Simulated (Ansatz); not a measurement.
The first iterations of a band of C2H4OS (8 atoms, charge 0, multiplicity 1).

The calculation used Ansatz, RKS PBE0-D4/def2-SVP.

```yaml
movable_images: 8
climbing_image: no
spring: 5.0 eV/Å²
optimiser: quadratic models (default)
start_path: through a guess of the saddle point
force_threshold: 0.05 eV/Å
iteration_limit: 60
end_points: relaxed
```

Initial state:

```xyz
8
Properties=species:S:1:pos:R:3
C 0.130 0.734 -0.451
C -0.332 -0.439 0.354
O 0.494 -0.879 1.366
S 0.383 -2.055 0.079
H -0.047 1.661 0.118
H -0.426 0.803 -1.397
H 1.204 0.645 -0.665
H -1.406 -0.471 0.598
```

Final state:

```xyz
8
Properties=species:S:1:pos:R:3
C 0.147 0.731 -0.450
C -0.320 -0.540 0.184
O -0.245 -0.628 1.557
S 0.870 -1.732 0.788
H 1.066 1.082 0.038
H -0.634 1.502 -0.342
H 0.336 0.587 -1.524
H -1.219 -1.002 -0.252
```

| iteration | highest image above the first end (eV) | largest band force component (eV/Å) |
| --- | --- | --- |
| 1 | 0.398 | 2.323 |
| 2 | 0.157 | 1.065 |

Task: Does the band converge within its limit, and where does its top end?

Result: The run converged. It ended after 5 iterations with the highest image 0.130 eV above the first end. No image climbed, so the highest image needn't sit at the top of the path.

Time of the run: 2.2 min on 1 thread of Arm Neoverse V1, with other jobs on the host, peak memory 0.25 GiB.
